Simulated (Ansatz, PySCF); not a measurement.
Dissociation curve of H2, singlet.

Levels of theory: UKS-B3LYP/6-311+G** = unrestricted B3LYP/6-311+G**, spherical d run with PySCF 2.14.0; RKS-B3LYP/6-31G* = restricted B3LYP/6-31G*, spherical d (PySCF); RHF/STO-3G = restricted Hartree-Fock/STO-3G (PySCF); FCI = Ansatz (a first-principles code) with full CI/aug-cc-pVQZ, frozen core.

Energies relative to the lowest point of each curve near equilibrium, in mEh; the last columns give the difference from FCI:

| R / Å | UKS-B3LYP/6-311+G** | RKS-B3LYP/6-31G* | RHF/STO-3G | FCI | UKS-B3LYP/6-311+G** − FCI | RKS-B3LYP/6-31G* − FCI | RHF/STO-3G − FCI |
|---|---|---|---|---|---|---|---|
| 0.59 | 22.6 | 22.5 | 19.9 | 21.7 | 0.9 | 0.8 | -1.8 |
| 0.65 | 7.3 | 7.1 | 4.5 | 6.8 | 0.4 | 0.3 | -2.3 |
| 0.68 | 3.1 | 3.0 | 1.1 | 2.9 | 0.3 | 0.2 | -1.7 |
| 0.71 | 0.8 | 0.7 | 0.0 | 0.7 | 0.1 | 0.1 | -0.7 |
| 0.72 | 0.4 | 0.3 | 0.1 | 0.3 | 0.1 | 0.0 | -0.2 |
| 0.75 | 0.0 | 0.0 | 1.3 | 0.0 | 0.0 | 0.0 | 1.3 |
| 0.77 | 0.4 | 0.4 | 3.0 | 0.4 | 0.0 | 0.0 | 2.6 |
| 0.80 | 1.8 | 1.9 | 6.7 | 1.9 | -0.1 | 0.0 | 4.7 |
| 0.83 | 4.1 | 4.3 | 11.3 | 4.2 | -0.1 | 0.0 | 7.1 |
| 0.85 | 6.0 | 6.2 | 15.0 | 6.1 | -0.1 | 0.1 | 8.9 |
| 0.93 | 16.0 | 16.3 | 32.8 | 16.0 | 0.0 | 0.3 | 16.8 |
| 1.02 | 30.1 | 30.5 | 57.1 | 29.8 | 0.3 | 0.7 | 27.3 |
| 1.12 | 47.6 | 47.9 | 87.1 | 46.6 | 1.0 | 1.3 | 40.6 |
| 1.23 | 67.4 | 67.7 | 122.0 | 65.2 | 2.2 | 2.5 | 56.8 |
| 1.32 | 83.4 | 83.6 | 150.8 | 79.8 | 3.6 | 3.8 | 71.0 |
| 1.48 | 110.3 | 110.4 | 200.6 | 103.3 | 7.1 | 7.1 | 97.4 |
| 1.68 | 136.7 | 140.4 | 257.8 | 127.0 | 9.8 | 13.4 | 130.9 |
| 1.85 | 151.1 | 162.6 | 300.7 | 142.1 | 9.0 | 20.5 | 158.6 |
| 2.02 | 160.1 | 181.7 | 337.8 | 153.0 | 7.1 | 28.8 | 184.8 |
| 2.22 | 166.4 | 200.8 | 374.4 | 161.6 | 4.8 | 39.2 | 212.9 |
| 2.63 | 172.2 | 229.9 | 429.4 | 170.0 | 2.2 | 59.9 | 259.4 |
| 2.99 | 173.9 | 247.0 | 460.8 | 172.5 | 1.4 | 74.4 | 288.2 |

UKS-B3LYP/6-311+G** is furthest from FCI at 1.68 (9.8 mEh, above); its mean absolute difference over the points is 2.3 mEh.

RKS-B3LYP/6-31G* is furthest from FCI at 2.99 (74.4 mEh, above); its mean absolute difference over the points is 11.5 mEh.

RHF/STO-3G is furthest from FCI at 2.99 (288.2 mEh, above); its mean absolute difference over the points is 71.6 mEh.

The unrestricted determinant behind UKS-B3LYP/6-311+G** is spin-contaminated at 1.68 to 2.99 Å (<S²> up to 1.0, against 0.00 for a pure singlet). The restricted form behind RKS-B3LYP/6-31G*, RHF/STO-3G keeps the bonding electrons paired and can't separate into open-shell fragments.
